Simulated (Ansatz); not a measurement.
N2O (`[N-]=[N+]=O`): measurement beside calculation (Ansatz, PBE0-D4/def2-TZVP geometry).

Z-matrix (Å, degrees):
```
N
N 1 1.118
O 1 1.174 2 180.0
```

Measured: 0.167 D (permanent electric dipole moment, magnitude). Source: A Combined Experimental/Quantum-Chemical Study of Tetrel, Pnictogen, and Chalcogen Bonds of Linear Triatomic Molecules, 2021 (pmc:8623034).

| functional (def2-TZVPP) | dipole (D) | error (D) |
| --- | --- | --- |
| PBE | 0.18 | 0.02 |
| r2SCAN | 0.13 | -0.03 |
| B3LYP | 0.01 | -0.16 |
| ωB97M-V | 0.11 | -0.06 |

The measured dipole is a vibrational average; the computed one belongs to the fixed geometry.

Measured: 0.4190109955 ± 5.8e-09 cm⁻¹ (B0 of vibrational ground state (00^00), 14N2 16O, earlier high-resolution spectroscopy); 0.4190104 cm⁻¹ (B0 ground state, 14N14N16O, microwave spectroscopy (earlier work)); 0.4189821 cm⁻¹ (B0 ground state, 14N15N16O, microwave spectroscopy (earlier work)). Source: Wavelength modulation laser spectroscopy of N$_2$O at 17 $\mu$m, 2024 (arxiv:2410.22328); Infrared Absorption Spectrum of Nitrous Oxide (N2O) From 1830 cm−1 to 2270 cm−1, 1964 (pmc:5325172).

| constant | measured (MHz) | computed (MHz) | error (%) |
| --- | --- | --- | --- |
| B | 12562 | 12845 | 2.3 |
| B | 12562 | 12845 | 2.3 |
| B | 12561 | 12845 | 2.3 |

Computed constants are equilibrium values for the main isotopes; measured ground-state ones include zero-point motion, which usually lowers them by up to about 1 %.

Measured: 588.76773 ± 8e-05 cm⁻¹ (nu2 bending fundamental, band centre (01^10)-(00^00), 14N2 16O, wavelength modulation laser absorption spectroscopy); 581.73044 ± 0.0001 cm⁻¹ (hot band centre (12^00)-(11^10), 14N2 16O, wavelength modulation laser absorption spectroscopy); 2223.764 cm⁻¹ (nu3 fundamental band centre (001-000), 14N14N16O, high-resolution infrared absorption); 2209.527 cm⁻¹ (hot band centre 01^1 1-01^1 0, 14N14N16O, high-resolution infrared absorption); 1974.571 ± 0.003 cm⁻¹ (hot band centre 200-01^1 0, 14N14N16O, high-resolution infrared absorption); 1873.206 ± 0.009 cm⁻¹ (hot band centre 12^0 0-01^1 0, 14N14N16O, high-resolution infrared absorption); 2201.604 cm⁻¹ (nu3 band centre (001-000), 15N14N16O, high-resolution infrared absorption); 2177.66 cm⁻¹ (nu3 band centre (001-000), 14N15N16O, high-resolution infrared absorption); 2219.67 cm⁻¹ (nu3 band centre (001-000), 14N14N18O, high-resolution infrared absorption); 1284.907 cm⁻¹ (nu1 fundamental (100-000), direct measurement, infrared absorption (earlier work)); 588.78 cm⁻¹ (nu2 bending fundamental, direct measurement, infrared absorption (earlier work)); 3931.247641 ± 2e-05 cm⁻¹ (14N2 16O band centre, v1 v2 l v3 = 0 3 1 1 (e) from ground state, intracavity laser absorption with time-resolved FT spectrometer). Source: Wavelength modulation laser spectroscopy of N$_2$O at 17 $\mu$m, 2024 (arxiv:2410.22328); Infrared Absorption Spectrum of Nitrous Oxide (N2O) From 1830 cm−1 to 2270 cm−1, 1964 (pmc:5325172); N_2O weak lines observed between 3900 and 4050 cm^-1 from long path absorption spectra, 2006 (arxiv:physics/0612181).

Harmonic PBE0-D4 wavenumbers (cm⁻¹, unscaled): 641, 641, 1378, 2409. Fundamentals include anharmonicity and usually lie a few per cent under these; harmonic values from spectra compare directly.

B3LYP here is the variant with VWN-RPA as its local correlation; programs differ in this.
